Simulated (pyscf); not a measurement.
Thermochemistry of product channels of HO–SiH: [singlet] + HF on the singlet surface, in eV, from ωB97M-D3(BJ)/def2-TZVP energies (ideal gas, 1 atm, RRHO with modes under 100 cm⁻¹ raised to 100, one conformer, R ln 2 for rigid chiral ones). Structures and frequencies: ωB97X-D3(BJ)/def2-SVP in PySCF.

| products | ΔE | ΔH(298 K) | ΔG(600 K) | ΔG(900 K) |
|---|---|---|---|---|
| O=SiH–F + H₂ | … | -1.44 | -1.31 | -1.25 |
| HO–Si:–F [singlet] + H₂ | -1.99 | -2.07 | -1.97 | -1.93 |

### Question
Fill in the missing entries.

### Answer

- O=SiH–F + H₂, ΔE: -1.30

These are energies of the channels, which say nothing of barriers.
